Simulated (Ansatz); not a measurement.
Basis or method: atomization of HBGe

HBGe, triplet; coordinates (Å): Ge 0.000 0.000 1.690; B 0.000 0.000 -0.251; H 0.000 0.000 -1.439. Quantity: atomization.

Ansatz 0.2.0, basis cc-pVDZ or cc-pVTZ; geometries are PBE0/def2-TZVP minima. Wave-function levels freeze the cores with the filled d shells of p-block atoms; HF, MP2 and coupled cluster are restricted for singlets and unrestricted otherwise, atoms included (their steps beyond CCSDT(Q) come from restricted open-shell runs), restricted open-shell where a d shell is frozen, Kohn–Sham unrestricted where that lies lower. NEVPT2 and MRCISD+Q stand on CASSCF in the full valence space, and MRCISD+Q is size-consistent only roughly. The reference is CCSDT(Q) or full CI (coupled cluster only where its series has nearly closed). Semilocal and hybrid functionals correlate all electrons outside any core potential and usually lie nearer their basis limit than the reference, so part of their error here is the reference's basis and frozen-core error; RPA and the MP2 part of double hybrids freeze the same cores as the reference. None of these values is a measured one. Energies are electronic, without zero-point terms. No spin–orbit coupling and no scalar relativity. The species are chosen: bound, without strong static correlation by their natural occupations or amplitudes, in their lowest spin state as far as vertical gaps and like structures tell, and with a ladder that closes on the reference, so errors are smaller than for species at large; levels whose determinant breaks symmetry or spin markedly are left out.

```json
{"level": "reference", "cc-pVDZ (kJ/mol)": "634.4 (full CI)", "cc-pVTZ (kJ/mol)": "674.6 (CCSDT(Q))"}
{"level": "CCSD(T)", "cc-pVDZ (kJ/mol)": "631.7", "cc-pVTZ (kJ/mol)": "672.3"}
{"level": "NEVPT2", "cc-pVDZ (kJ/mol)": "625.7", "cc-pVTZ (kJ/mol)": "658.4"}
{"level": "MRCISD+Q", "cc-pVDZ (kJ/mol)": "630.0", "cc-pVTZ (kJ/mol)": "670.1"}
{"level": "PBE", "cc-pVDZ (kJ/mol)": "727.5", "cc-pVTZ (kJ/mol)": "736.7"}
{"level": "r2SCAN", "cc-pVDZ (kJ/mol)": "728.0", "cc-pVTZ (kJ/mol)": "738.2"}
{"level": "B3LYP", "cc-pVDZ (kJ/mol)": "699.0", "cc-pVTZ (kJ/mol)": "710.1"}
{"level": "B2PLYP", "cc-pVDZ (kJ/mol)": "679.0", "cc-pVTZ (kJ/mol)": "697.9"}
```

From cc-pVDZ to cc-pVTZ the reference moves by 40.2 kJ/mol and PBE by 9.2; the step from CCSD(T) to the reference is 2.8 in the first and 2.3 in the last.
